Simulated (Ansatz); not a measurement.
The input, for Ansatz 0.2.0:

```yaml
crystal:
  periodic: [false, false, false]
  atoms:
    - {symbol: W, position_ang: [0.000000, 0.000000, 0.000000]}
    - {symbol: C, position_ang: [0.000000, 0.000000, 1.837600]}
basis:
  gaussian: {orbitals: def2-SVP}
total_charge: 1
magnetization: {spin_polarized: true, initial_magnetization: 7}
correlation: {method: ccsdt_q, electrons: outside_noble_gas}
```

```sh
$ ansatz run in.yaml --threads 1 --pin off --events-out ev --progress --plain --max-ram 2393MiB
```

The program prints:

```
843 factors; integrals over basis functions are off by at most 1.5e-7 eV
mean field evaluation 1: about -2822.0489 eV, gradient 1.4e1 eV
mean field evaluation 2: about -2822.0658 eV, gradient 1.4e1 eV
mean field evaluation 4: about -2823.0060 eV, gradient 1.7e0 eV
mean field evaluation 8: about -2823.0568 eV, gradient 1.4e-1 eV
mean field evaluation 16: about -2822.0488 eV, gradient 1.4e1 eV
mean field evaluation 32: about -2823.0504 eV, gradient 7.1e-1 eV
mean field evaluation 64: about -2823.0578 eV, gradient 7.1e-4 eV
mean field evaluation 96: about -2821.4615 eV, gradient 3.9e-4 eV
mean field evaluation 128: about -2821.3312 eV, gradient 3.4e-4 eV
mean field evaluation 160: about -2823.0578 eV, gradient 7.3e-4 eV
...
mean field -2823.05780313 eV, -103.7454607276 hartree, gradient 5.8e-6 eV, S^2 15.755780; 6 other end points of the search recorded, 0 dependent functions left out
determinant -2823.05780313 eV, -103.7454607276 hartree, with singles and doubles -2826.77163274 eV, -103.8819414487 hartree
determinant -2821.46145837 eV, -103.6867961397 hartree, with singles and doubles -2824.79314830 eV, -103.8092334866 hartree
determinant -2821.33121335 eV, -103.6820097235 hartree, with singles and doubles -2824.69085196 eV, -103.8054741654 hartree
determinant -2820.92272731 eV, -103.6669981386 hartree, with singles and doubles -2824.62877938 eV, -103.8031930402 hartree
5 core orbitals not correlated: weight in the atoms' cores, before any rotation towards them, 0.995 or more for the frozen orbitals, at most 0.003 for the correlated occupied ones
reference -2823.05780313 eV, -103.7454607276 hartree; 8, 1 occupied and 33, 40 virtual orbitals, 843 factors
second order -3.15433396 eV of doubles, -0.00000000 eV of singles
...
cycle   8  -3.84737824 eV  change   -1.2e-4 eV  update   4.5e-4
cycle   9  -3.84743276 eV  change   -5.5e-5 eV  update   2.7e-4
cycle  10  -3.84719958 eV  change    2.3e-4 eV  update   1.5e-4
cycle  11  -3.84728840 eV  change   -8.9e-5 eV  update   6.6e-5
cycle  12  -3.84732761 eV  change   -3.9e-5 eV  update   2.7e-5
cycle  13  -3.84734751 eV  change   -2.0e-5 eV  update   1.3e-5
cycle  14  -3.84735242 eV  change   -4.9e-6 eV  update   5.7e-6
cycle  15  -3.84735102 eV  change    1.4e-6 eV  update   2.6e-6
cycle  16  -3.84734959 eV  change    1.4e-6 eV  update   1.3e-6
cycle  17  -3.84734958 eV  change    9.2e-9 eV  update   6.2e-7
perturbative correction -0.00476050 eV, -0.0001749452 hartree
Total energy: -2826.90991321 eV, -103.8870231620 hartree
```

Ran on 1 thread of Arm Neoverse V1, shared host: 15 s wall, 0.24 GiB peak host memory.
